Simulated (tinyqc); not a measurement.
Worked calculation: RHF in the sto-6g basis, for H2O, spin multiplicity 1. One step of it, computed by the program tinyqc.

Question. Iteration 15 (converged): orbitals. Diagonalise F' = X^T F X, C = X C', fill 5 alpha and 5 beta electrons from the bottom; D = 2 C_occ C_occ^T. Each column has its largest component positive (the first on a tie).

converged F (hartree), lower triangle:
```
             1O 1s      1O 2s     1O 2px     1O 2py     1O 2pz      2H 1s      3H 1s
1O 1s   -20.520176
1O 2s    -4.962511  -2.279897
1O 2px    0.000000   0.000000  -0.384763
1O 2py    0.000381   0.003136   0.000000  -0.185749
1O 2pz   -0.021912  -0.037860   0.000000   0.003656  -0.232244
2H 1s    -0.638606  -0.631751   0.000000  -0.338524  -0.255443  -0.313362
3H 1s    -0.671208  -0.655487   0.000000   0.346316  -0.259566  -0.137768  -0.327982
```

X, lower triangle:
```
            1O 1s      1O 2s    1O 2px     1O 2py     1O 2pz      2H 1s     3H 1s
1O 1s    1.022000
1O 2s   -0.129076   1.111889
1O 2px   0.000000   0.000000  1.000000
1O 2py   0.000226  -0.002657  0.000000   1.057975
1O 2pz  -0.004371   0.042173  0.000000  -0.001098   1.019539
2H 1s    0.015119  -0.175582  0.000000  -0.147439  -0.082002   1.082354
3H 1s    0.015604  -0.183990  0.000000   0.152629  -0.085218  -0.034869  1.088504
```

Give: F' = X^T F X; orbital energies; coefficients C; D after iteration 15.

Answer.

F' = X^T F X (hartree), lower triangle:
```
          1        2        3        4        5        6        7
1  -20.1978
2   -2.4949  -1.3076
3    0.0000   0.0000  -0.3848
4    0.0008  -0.0023   0.0000   0.0013
5   -0.0392   0.0793   0.0000   0.0008  -0.1576
6   -0.0667  -0.3260   0.0000  -0.3568  -0.2419  -0.0448
7   -0.0738  -0.3394   0.0000   0.3653  -0.2466  -0.0358  -0.0420
```

orbital energies (hartree): MO1 -20.5230, MO2 -1.1752, MO3 -0.5138, MO4 -0.3965, MO5 -0.3848, MO6 0.3523, MO7 0.5079

coefficients C:
```
            MO1      MO2      MO3      MO4     MO5      MO6      MO7
1O 1s    0.9970  -0.2327  -0.0034   0.0726  0.0000   0.0909   0.0055
1O 2s    0.0134   0.9263   0.0191  -0.3967  0.0000  -0.5497  -0.0365
1O 2px   0.0000   0.0000   0.0000   0.0000  1.0000   0.0000   0.0000
1O 2py  -0.0001  -0.0032   0.5940   0.0123  0.0000  -0.0388   0.8999
1O 2pz   0.0017   0.0525  -0.0171   0.7657  0.0000  -0.6818  -0.0320
2H 1s   -0.0022   0.1224   0.4502   0.3659  0.0000   0.6977  -0.6277
3H 1s   -0.0023   0.1280  -0.4633   0.3414  0.0000   0.6430   0.6998
```

D after iteration 15, lower triangle:
```
          1O 1s    1O 2s  1O 2px   1O 2py  1O 2pz    2H 1s   3H 1s
1O 1s    2.1067
1O 2s   -0.4620   2.0318
1O 2px   0.0000   0.0000  2.0000
1O 2py  -0.0009   0.0069  0.0000   0.7061
1O 2pz   0.0904  -0.5109  0.0000  -0.0018  1.1786
2H 1s   -0.0113  -0.0465  0.0000   0.5431  0.5578   0.7031
3H 1s   -0.0114  -0.0515  0.0000  -0.5429  0.5521  -0.1360  0.6952
```
